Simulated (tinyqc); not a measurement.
A ladder of methods, and size consistency: correlation methods against full CI in the sto-3g basis, for HF, spin multiplicity 1. Computed by the program tinyqc with PySCF. Command: `OMP_NUM_THREADS=1 python tinyqc.py 115659 115660 out.jsonl`; one thread of a shared host (Intel(R) Xeon(R) Processor @ 2.60GHz), about 0.6 s.

Geometry (angstrom):
```
atom       x       y       z
F     0.0000  0.0000  0.0000
H     0.0000  0.0000  0.9750
```

RHF energy of one = -98.572371 hartree

All electrons correlated; +Q is the Davidson correction (1 - c0^2) E_corr. The last columns treat two copies 100 angstrom apart as one system. FCI is the lowest singlet.

Correlation energies (hartree):
```
method   E_corr of one  share of FCI (%)  E_corr of two at 100 angstrom  two minus twice one (mhartree)
MP2           -0.02001            65.478                       -0.04002                           0.000
CISD          -0.03056           100.000                       -0.05996                           1.158
CISD+Q        -0.03116           101.971                       -0.06219                           0.135
CCSD          -0.03056           100.000                       -0.06112                           0.000
CCSD(T)       -0.03056           100.000                       -0.06112                           0.000
FCI           -0.03056           100.000                              -                               -
```

MP2 recovers 65 %, CISD 100.0 % and CCSD 100.0 % of the FCI value (c0^2 = 0.980 in CISD). MP2 and coupled cluster are size consistent, so their last column vanishes; CISD loses 1.16 mhartree, since a double excitation on each copy is a quadruple of the pair, and the Davidson correction leaves +0.14. With two electrons, or one virtual orbital, CISD and CCSD are exact for one copy, so +Q overshoots there.
